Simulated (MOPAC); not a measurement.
MOPAC input (PM6):

```
PM6 FORCE THERMO(298,298) PRECISE LET CHARGE=-1 GEO-OK AUX(PRECISION=9) THREADS=1
C2H5O

C     1.14964529 1   -0.39182051 1    0.14920810 1
C     0.04113202 1    0.60723815 1   -0.02894112 1
O    -1.24366484 1   -0.06663080 1   -0.17011048 1
H    -1.64497834 1   -0.00597175 1    0.70078721 1
H     0.13284600 1    1.27908360 1   -0.85511158 1
H     2.07970630 1    0.13222587 1    0.38143406 1
H     0.90881101 1   -1.05269183 1    0.98693175 1
H     1.32070755 1   -1.02656242 1   -0.72822680 1
```

From the last part of the output:

```
     H    8   0.483406   4.082546

          HEAT OF FORMATION =     -19.021301 KCALS/MOLE

          ZERO POINT ENERGY      35.977 KCAL/MOL

           NORMAL COORDINATE ANALYSIS (Total motion = 1 Angstrom)

   Root No.       1         2         3         4         5         6         7         8

                 1 A       2 A       3 A       4 A       5 A       6 A       7 A       8 A

                  97.2     297.6     381.8     597.5     884.6     961.2    1043.2    1152.5

           1   -0.0003    0.0039   -0.0516    0.0430   -0.0327    0.0099   -0.0028   -0.1521
           2   -0.0024   -0.0046   -0.0600    0.0153   -0.0489   -0.0255   -0.0448    0.0167
           3    0.0015   -0.0188   -0.0022    0.0063   -0.0199    0.0537   -0.0060    0.0227
           4   -0.0018   -0.0025   -0.0616   -0.0267   -0.0123   -0.0139    0.0046    0.1700
           5    0.0027    0.0005    0.0826    0.0436   -0.0572    0.0069    0.0732    0.0099
           6   -0.0387    0.0342   -0.0044   -0.0635   -0.0027   -0.0332    0.0073   -0.0376
           7   -0.0001   -0.0417    0.0918   -0.0289    0.0348    0.0081   -0.0088   -0.0086
           8    0.0016    0.0191    0.0091   -0.0265    0.0729    0.0173   -0.0528   -0.0129
           9    0.0279   -0.0002   -0.0011    0.0102    0.0011   -0.0030    0.0035    0.0060
          10    0.0464    0.6212    0.0823   -0.0330   -0.0014   -0.0410    0.0566    0.0333
          11   -0.0624   -0.2179   -0.0146   -0.0833   -0.0250   -0.0870    0.1451    0.0187
          12    0.0284   -0.1234    0.0111    0.0412    0.0215    0.0408   -0.0563   -0.0007
          13   -0.0170    0.0105   -0.0141    0.2381    0.0991   -0.0353    0.0578    0.2342
          14    0.0418   -0.0361   -0.0093   -0.2576   -0.0534   -0.0623    0.1674   -0.0788
          15   -0.0714    0.0589    0.0902    0.3475    0.0798    0.0165   -0.0333    0.0893
          16    0.0125   -0.0091    0.1032    0.0261   -0.2670   -0.1576   -0.2137   -0.0754
          17    0.0255   -0.0046   -0.1244    0.0186    0.0598    0.0282    0.0559    0.0081
          18    0.2648   -0.0561   -0.0202    0.0328    0.0537   -0.0733    0.0135    0.0083
          19    0.0232   -0.0283   -0.1507    0.0961    0.2233   -0.1690    0.1515   -0.2172
          20    0.2014   -0.0124   -0.1396    0.0149    0.0542    0.0354    0.0627   -0.0403
          21   -0.1357   -0.0267    0.0104    0.0451    0.0381   -0.0809   -0.0010   -0.0054
          22   -0.0390    0.0505   -0.1292   -0.0624   -0.0706    0.3223    0.0671   -0.0515
          23   -0.2351    0.0162   -0.1263    0.0276    0.0711    0.0320    0.0687   -0.0202
          24   -0.0849   -0.0335    0.0043    0.0528    0.0578   -0.0998    0.0060   -0.0094

   Root No.       9        10        11        12        13        14        15        16

                 9 A      10 A      11 A      12 A      13 A      14 A      15 A      16 A

                1204.2    1275.4    1284.7    1295.0    1305.7    2551.3    2657.7    2697.9

           1    0.0166   -0.0459    0.0304   -0.0040    0.0086    0.0005   -0.0058    0.0002
           2    0.0188    0.0016    0.0014   -0.0314   -0.0164    0.0013    0.0164   -0.0395
           3    0.0240   -0.0136   -0.0332    0.0036   -0.0103    0.0005   -0.0470   -0.0120
           4   -0.0430   -0.0182    0.0020   -0.0001    0.0069   -0.0049   -0.0038   -0.0069
           5   -0.0536   -0.0100    0.0060    0.0001   -0.0063   -0.0117    0.0023    0.0053
           6   -0.0258   -0.0086    0.0094    0.0079   -0.0258   -0.0051   -0.0005    0.0086
           7    0.0077    0.0027   -0.0014    0.0006    0.0006   -0.0119   -0.0000    0.0001
           8    0.0019    0.0017   -0.0025   -0.0012    0.0045   -0.0081   -0.0002    0.0005
           9    0.0106    0.0026   -0.0085   -0.0088    0.0279   -0.0468   -0.0001    0.0003
          10    0.0881    0.0148   -0.0268   -0.0273    0.0854    0.2503    0.0021    0.0019
          11    0.2366    0.0402   -0.0955   -0.0929    0.2911    0.2654    0.0035    0.0038
          12   -0.1038   -0.0187    0.0322    0.0314   -0.0990    0.8172    0.0057    0.0070
          13    0.2963    0.0619    0.0255    0.0651   -0.1949   -0.0061    0.0177    0.0887
          14    0.1980    0.0311    0.0531    0.0701   -0.2243   -0.0012   -0.0191   -0.0991
          15    0.0268    0.0193   -0.0167   -0.0029    0.0065   -0.0081   -0.0249   -0.1318
          16   -0.0067    0.2267   -0.1280    0.1395    0.0054   -0.0007   -0.0557    0.1286
          17    0.0036   -0.0607    0.0920   -0.0585    0.0014   -0.0119   -0.1212    0.3243
          18   -0.0373    0.1980    0.3069    0.0163    0.0803    0.0030   -0.0154   -0.0516
          19   -0.1636    0.1373   -0.2124   -0.0820   -0.0748    0.0015   -0.0803   -0.1208
          20   -0.0180   -0.0579   -0.2069    0.2113    0.0149   -0.0048    0.1311    0.1741
          21   -0.0313    0.1058    0.0431   -0.1906   -0.0589   -0.0054    0.1336    0.2664
          22   -0.0221    0.2816   -0.0234   -0.0551   -0.0161   -0.0034    0.2311   -0.0197
          23   -0.0365    0.1208    0.1095    0.2616    0.1152    0.0051   -0.2144   -0.0048
          24   -0.0017   -0.0816    0.0545    0.1478    0.0580   -0.0092    0.4680   -0.0536

   Root No.      17        18

                17 A      18 A

                2719.0    2759.9

           1   -0.0014   -0.0183
           2   -0.0170   -0.0031
           3   -0.0100    0.0106
           4    0.0216   -0.0083
           5   -0.0243    0.0018
           6   -0.0293    0.0027
           7   -0.0002    0.0000
           8   -0.0013    0.0002
           9   -0.0018    0.0001
          10    0.0031    0.0013
          11   -0.0021    0.0017
          12    0.0002    0.0036
          13   -0.2786    0.0286
          14    0.3051   -0.0298
          15    0.4069   -0.0359
          16    0.0708    0.1062
          17    0.1801    0.3235
          18   -0.0288   -0.0367
          19   -0.0438    0.1091
          20    0.0558   -0.2016
          21    0.0873   -0.2728
          22    0.0114    0.0710
          23   -0.0272   -0.0815
          24    0.0306    0.1821

           MASS-WEIGHTED COORDINATE ANALYSIS (NORMAL COORDINATES)

   Root No.       1         2         3         4         5         6         7         8

                 1 A       2 A       3 A       4 A       5 A       6 A       7 A       8 A

                  97.2     297.6     381.8     597.5     884.6     961.2    1043.2    1152.5

           1   -0.0018    0.0187   -0.2646    0.2331   -0.1894    0.0667   -0.0184   -0.5945
           2   -0.0166   -0.0219   -0.3072    0.0828   -0.2831   -0.1712   -0.2924    0.0654
           3    0.0105   -0.0903   -0.0113    0.0344   -0.1150    0.3610   -0.0390    0.0888
           4   -0.0129   -0.0120   -0.3158   -0.1449   -0.0710   -0.0936    0.0299    0.6643
           5    0.0190    0.0022    0.4234    0.2362   -0.3307    0.0466    0.4775    0.0389
           6   -0.2734    0.1647   -0.0226   -0.3446   -0.0155   -0.2233    0.0474   -0.1468
           7   -0.0007   -0.2315    0.5433   -0.1808    0.2325    0.0627   -0.0666   -0.0386
           8    0.0128    0.1063    0.0536   -0.1661    0.4870    0.1342   -0.3976   -0.0584
           9    0.2273   -0.0011   -0.0063    0.0639    0.0076   -0.0231    0.0265    0.0269
          10    0.0949    0.8662    0.1221   -0.0518   -0.0024   -0.0798    0.1071    0.0377
          11   -0.1276   -0.3039   -0.0217   -0.1309   -0.0418   -0.1695    0.2742    0.0212
          12    0.0580   -0.1720    0.0165    0.0647    0.0360    0.0795   -0.1065   -0.0008
          13   -0.0347    0.0147   -0.0210    0.3741    0.1660   -0.0688    0.1093    0.2652
          14    0.0854   -0.0503   -0.0137   -0.4047   -0.0895   -0.1213    0.3164   -0.0892
          15   -0.1461    0.0821    0.1339    0.5460    0.1337    0.0321   -0.0629    0.1011
          16    0.0256   -0.0127    0.1533    0.0410   -0.4474   -0.3068   -0.4040   -0.0854
          17    0.0521   -0.0064   -0.1847    0.0292    0.1003    0.0549    0.1056    0.0091
          18    0.5418   -0.0782   -0.0300    0.0516    0.0900   -0.1428    0.0255    0.0094
          19    0.0474   -0.0394   -0.2237    0.1509    0.3743   -0.3290    0.2864   -0.2459
          20    0.4120   -0.0173   -0.2073    0.0233    0.0909    0.0690    0.1186   -0.0456
          21   -0.2776   -0.0372    0.0155    0.0709    0.0638   -0.1575   -0.0019   -0.0062
          22   -0.0797    0.0704   -0.1918   -0.0981   -0.1183    0.6275    0.1269   -0.0583
          23   -0.4811    0.0226   -0.1874    0.0434    0.1192    0.0624    0.1299   -0.0228
          24   -0.1738   -0.0468    0.0063    0.0830    0.0969   -0.1944    0.0113   -0.0107

   Root No.       9        10        11        12        13        14        15        16

                 9 A      10 A      11 A      12 A      13 A      14 A      15 A      16 A

                1204.2    1275.4    1284.7    1295.0    1305.7    2551.3    2657.7    2697.9

           1    0.1023   -0.3056    0.2034   -0.0284    0.0595    0.0018   -0.0314    0.0014
           2    0.1159    0.0108    0.0091   -0.2223   -0.1131    0.0049    0.0887   -0.2486
           3    0.1475   -0.0902   -0.2225    0.0257   -0.0708    0.0018   -0.2535   -0.0755
           4   -0.2643   -0.1214    0.0137   -0.0009    0.0479   -0.0185   -0.0205   -0.0435
           5   -0.3300   -0.0666    0.0400    0.0010   -0.0435   -0.0442    0.0122    0.0337
           6   -0.1587   -0.0569    0.0626    0.0561   -0.1783   -0.0191   -0.0025    0.0539
           7    0.0545    0.0205   -0.0104    0.0047    0.0048   -0.0516   -0.0001    0.0005
           8    0.0138    0.0128   -0.0192   -0.0098    0.0361   -0.0351   -0.0010    0.0039
           9    0.0756    0.0197   -0.0659   -0.0718    0.2225   -0.2032   -0.0005    0.0020
          10    0.1569    0.0285   -0.0520   -0.0560    0.1709    0.2728    0.0033    0.0034
```

The dipole moment of an ion depends on the origin.
